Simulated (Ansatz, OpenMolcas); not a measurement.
BCl (SMILES [B]Cl): the energy, rung by rung

BCl has 2 atoms, charge 0, and is taken as a singlet. As SMILES, `[B]Cl`. The shape is that of a PBE0-D4/def2-TZVP optimisation.

```xyz
2

B     0.0000    0.0000   -0.0697
Cl    0.0000    0.0000    1.6482
```

Quantity: the energy change with the B1–Cl2 bond stretched from 1.718 to 3.436 Å, in eV. The values are calculated.

```
                        level                    kind     program  value (eV)  less FCI/STO-3G
    SVWN5/STO-3G (restricted)                     LDA      Ansatz        5.09            +0.35
     BLYP/STO-3G (restricted)                     GGA      Ansatz        4.48            -0.26
  r2SCAN0/STO-3G (restricted)         hybrid meta-GGA      Ansatz        5.41            +0.67
CAM-B3LYP/STO-3G (restricted)  range-separated hybrid      Ansatz        5.55            +0.81
  RPA@PBE/STO-3G (restricted)                     RPA      Ansatz        3.90            -0.84
           CASPT2(2,2)/STO-3G          multireference  OpenMolcas        4.93            +0.19
    CCSDT/STO-3G (restricted)   coupled cluster or CI      Ansatz        4.74             0.00
     CISD/STO-3G (restricted)   coupled cluster or CI  OpenMolcas        5.08            +0.34
                   FCI/STO-3G      exact in the basis  OpenMolcas        4.74             0.00
```

FCI/STO-3G is exact within its basis and frozen core, so for wave-function methods in that basis the difference is their error; functionals converge differently with the basis, so for them it is only a difference. The first shape isn't each level's own minimum. The values span 3.90 to 5.55 eV. All rows use very small basis sets, so even the best lies far from the true value.
